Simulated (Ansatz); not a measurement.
A made-up structure of CHOSi, doublet:

| atom | x (Å) | y (Å) | z (Å) |
| --- | --- | --- | --- |
| C1 | 0.5266 | 0.8786 | -0.3031 |
| Si2 | -0.2179 | -0.6098 | 0.1815 |
| O3 | -0.2789 | -2.0795 | 0.5286 |
| H4 | -1.0479 | -0.5185 | 1.3301 |

It is relaxed with PBE-D4/def2-SVP and then PBE0-D4/def2-TZVP (Ansatz 0.2.0). Atoms count as bonded within 1.22 times the sum of their covalent radii (H–H: 0.88 Å). The end point is not checked to be a true minimum.

Question: Does its bonding change? (A judgement: the text doesn't fix the answer.)

Answer: Computed: No: no bond forms or breaks.

Where it ends: The first stage lowers the energy by 1.33 eV in 11 steps. It ends as CHOSi ([C][SiH][O]):
```json
{"atom": "C1", "x (Å)": "0.5443", "y (Å)": "0.7008", "z (Å)": "-0.4105"}
{"atom": "Si2", "x (Å)": "-0.3023", "y (Å)": "-0.6992", "z (Å)": "0.4843"}
{"atom": "O3", "x (Å)": "-0.0138", "y (Å)": "-2.1570", "z (Å)": "0.1588"}
{"atom": "H4", "x (Å)": "-1.2463", "y (Å)": "-0.1736", "z (Å)": "1.5046"}
```

Labels in which every atom is bracketed show which atoms are joined, not bond orders.

For scale, one of the runs: PBE0-D4/def2-TZVP relaxation, 105 basis functions, launched by `ansatz run in.yaml --threads 2 --pin off --events-out ev --progress --plain --max-ram 4352MiB`. Hardware: 2 CPU threads of an Arm Neoverse V1, shared host. Wall time about 46 s.
